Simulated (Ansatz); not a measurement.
# NH₄⁺, singlet: the ladder up to full CI

Geometry: a point of a breathe scan, not a stationary point.

```xyz
5

N     0.0000    0.0000    0.0000
H     0.9015    0.9044    0.9013
H    -0.9054   -0.8983    0.9035
H    -0.8994    0.9003   -0.9074
H     0.9033   -0.9065   -0.8973
```

Basis 6-31G; Ansatz 0.2.0. Correlated methods freeze the noble-gas cores, which leaves 8 electrons in 16 orbitals. Prefix R: restricted or restricted open-shell reference; prefix U: unrestricted. Active spaces: valence = (8e, 8o) chosen from the atoms' valence shells; pair = (2e, 2o) about the gap.

Full CI is exact within this basis and frozen core; it isn't the basis-set limit. The frozen core follows each run's orbitals, which can shift R against U totals by a few meV.

Unrestricted rows (U) aren't spin-pure: their determinants' ⟨S²⟩ exceeds S(S+1) by up to 0.66, so they mix in states of higher spin.

```
UHF ⟨S²⟩                          : 0.664
T1 diagnostic (RCCSD)             : 0.0245
largest doubles amplitude (RCCSD) : 0.126
```

```
                     level  E − E(full CI) (kJ/mol)  share of correlation (%)  wall time
                       RHF                    571.9                      0.00          –
                       UHF                    553.6                      3.20          –
                      RMP2                     79.5                     86.10          –
                      UMP2                    193.5                     66.16          –
                      CISD                     76.6                     86.61     0.21 s
                     RCCSD                     21.6                     96.23          –
                    UCCSD*                     28.1                     95.08          –
                  RCCSD(T)                      2.6                     99.54     0.21 s
                 UCCSD(T)*                     10.2                     98.21     0.48 s
                   BCCD(T)                      2.9                     99.49     0.27 s
                    RCCSDT                      2.8                     99.51          –
                    UCCSDT                      3.7                     99.35          –
                    CISDTQ                      5.9                     98.96     0.78 s
                 RCCSDT(Q)                     -0.7                    100.13     0.57 s
                 UCCSDT(Q)                     -0.4                    100.06      2.8 s
                   RCCSDTQ                      0.5                     99.92      3.3 s
                   UCCSDTQ                      0.5                     99.91       21 s
       CASSCF (pair space)                    471.2                     17.60          –
       NEVPT2 (pair space)                     69.7                     87.82     0.15 s
       MRCISD (pair space)                     53.5                     90.64          –
     MRCISD+Q (pair space)                      4.2                     99.26     0.27 s
    CASSCF (valence space)                     73.1                     87.21          –
    NEVPT2 (valence space)                     15.5                     97.29      1.7 s
NEVPT4(SD) (valence space)                      2.2                     99.61      2.1 s
    MRCISD (valence space)                      1.8                     99.69          –
  MRCISD+Q (valence space)                      0.9                     99.84      2.1 s
```

An asterisk marks runs whose energy the program itself flagged as in doubt.

The correlation energy at full CI, counted from RHF, is -5.927 eV. That run took 2.9 s on 1 thread of AMD EPYC 7R43, shared host over 828,944 determinants.

Times hold each run's SCF and search for its determinant on a shared host, so for small cases they say little of a method's own cost; they ran on 1 thread of AMD EPYC 7R43.

More than 5 meV below full CI, which no variational method can be: RCCSDT(Q).

The full-CI state has the irrep A1 of C2v, in the program's axes (one component, if the state is degenerate).

Natural occupations of full CI about the gap: 1.960 1.893 1.893 1.893 0.088 0.088 0.088 0.080 0.004 0.004; effectively unpaired electrons, Σ n²(2−n)², 0.24.
